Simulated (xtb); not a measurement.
Job for xtb: GFN2-xTB on HCl (SMILES Cl).

```
$ xtb mol.xyz --gfn 2 --sp --chrg 0 --uhf 0
2

Cl     0.00000000     0.00000000     0.00000000
H      1.27444789     0.00000000     0.00000000
```

The head of its log:

```
[...]
           -------------------------------------------------
          |                Calculation Setup                |
           -------------------------------------------------



           -------------------------------------------------
          |                 G F N 2 - x T B                 |
           -------------------------------------------------

        Reference                      10.1021/acs.jctc.8b01176
      * Hamiltonian:
        H0-scaling (s, p, d)           1.850000    2.230000    2.230000
        zeta-weighting                 0.500000
      * Dispersion:
        s8                             2.700000
        a1                             0.520000
        a2                             5.000000
        s9                             5.000000
      * Repulsion:
        kExp                           1.500000    1.000000
        rExp                           1.000000
      * Coulomb:
        alpha                          2.000000
        third order                    shell-resolved
        anisotropic                    true
        a3                             3.000000
        a5                             4.000000
        cn-shift                       1.200000
        cn-exp                         4.000000
        max-rad                        5.000000


          ...................................................
          :                      SETUP                      :
          :.................................................:
          :  # basis functions                  11          :
          :  # atomic orbitals                  10          :
          :  # shells                            4          :
          :  # electrons                         8          :
          :  max. iterations                   250          :
          :  Hamiltonian                  GFN2-xTB          :
          :  restarted?                      false          :
          :  GBSA solvation                  false          :
          :  PC potential                    false          :
          :  electronic temp.          300.0000000     K    :
          :  accuracy                    1.0000000          :
          :  -> integral cutoff          0.2500000E+02      :
          :  -> integral neglect         0.1000000E-07      :
          :  -> SCF convergence          0.1000000E-05 Eh   :
          :  -> wf. convergence          0.1000000E-03 e    :
          :  Broyden damping             0.4000000          :
          :  net charge                          0          :
          :  unpaired electrons                  0          :
          ...................................................

 iter      E             dE          RMSdq      gap      omega  full diag
   1     -5.0573516 -0.505735E+01  0.380E+00    9.19       0.0  T
   2     -5.0590005 -0.164889E-02  0.239E+00    9.04       1.0  T
```

Question: What total energy does the run end on?

Answer: -5.0528 hartree.
